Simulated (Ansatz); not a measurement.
# Si₃+ (doublet): energies up the ladder

Aim: energies up the ladder, for Si₃+ (doublet), with the cost of each level. Charge +1. Spin multiplicity 2.

Program: Ansatz 0.2.0. Level of theory: the levels named in each step. These are calculated values, not measurements.

### 1 The structure to begin with

Bond lengths: Si1–Si2 2.309 Å, Si1–Si3 2.463 Å, Si2–Si3 2.311 Å. Angles: Si1–Si2–Si3 64.4°, Si2–Si1–Si3 57.8°, Si1–Si3–Si2 57.7°.

As a file:

```xyz
3

Si    1.3819   -0.1718    0.0382
Si   -0.4602    1.2188   -0.0175
Si   -0.9196   -1.0462   -0.0207
```

### 2 A rough first relaxation, PBE-D4/def2-SVP

Contents of input.yaml:

```yaml
crystal:
  periodic: [false, false, false]
  atoms:
    - { symbol: Si, position_ang: [1.38194, -0.17176, 0.03825] }
    - { symbol: Si, position_ang: [-0.46024, 1.21881, -0.01754] }
    - { symbol: Si, position_ang: [-0.9196, -1.04625, -0.02066] }
magnetization:
  spin_polarized: true
  initial_magnetization: 1
total_charge: 1
basis:
  gaussian: { orbitals: def2-SVP }
hamiltonian:
  xc: pbe
  dispersion: d4
relax:
  f_tol: 0.03
  max_steps: 200
```

The run is started by

```
$ ansatz run input.yaml --threads 2 --pin off --max-ram 5120MiB --backend cpu --events-out ev --progress --plain --runs-dir out
```

The runs that follow: Relaxation, PBE0-D4/def2-TZVPP; Frequencies, PBE0-D4/def2-TZVPP; Single point, PBE-D4/def2-TZVPP; Single point, r2SCAN-D4/def2-TZVPP; Single point, B3LYP-D4/def2-TZVPP; Single point, wB97M-V/def2-TZVPP; Single point, B2PLYP/def2-TZVPP; Single point, LDA/def2-TZVPP; Single point, PBE0-D4/def2-SVP; Single point, PBE-D4/def2-SVP; Single point, CCSD(T)/def2-TZVPP; Single point, CCSD(T)/def2-QZVPP.

**Question.** What will these runs give? Wanted: Si1–Si2 at PBE0-D4/def2-TZVPP; Si1–Si3 at PBE0-D4/def2-TZVPP; Si2–Si3 at PBE0-D4/def2-TZVPP; frequencies at PBE0-D4/def2-TZVPP; energy at CCSD(T)/CBS.

The runs gave:

```
                         quantity            value
    Si1–Si2 at PBE0-D4/def2-TZVPP          2.243 Å
    Si1–Si3 at PBE0-D4/def2-TZVPP          2.421 Å
    Si2–Si3 at PBE0-D4/def2-TZVPP          2.243 Å
frequencies at PBE0-D4/def2-TZVPP  255 to 492 cm⁻¹
            energy at CCSD(T)/CBS    -23586.785 eV
```

In words: No mode is imaginary, so the geometry is a minimum. These totals serve in differences with atoms or fragments at the same level; alone they don't rank the methods. A T1 diagnostic of 0.073 (charge +1) lies over the usual mark for one of the runs, a hint of some multireference character there. <S²> exceeds the pure value by up to 1.02: some mean fields break spin symmetry, which blurs their results.
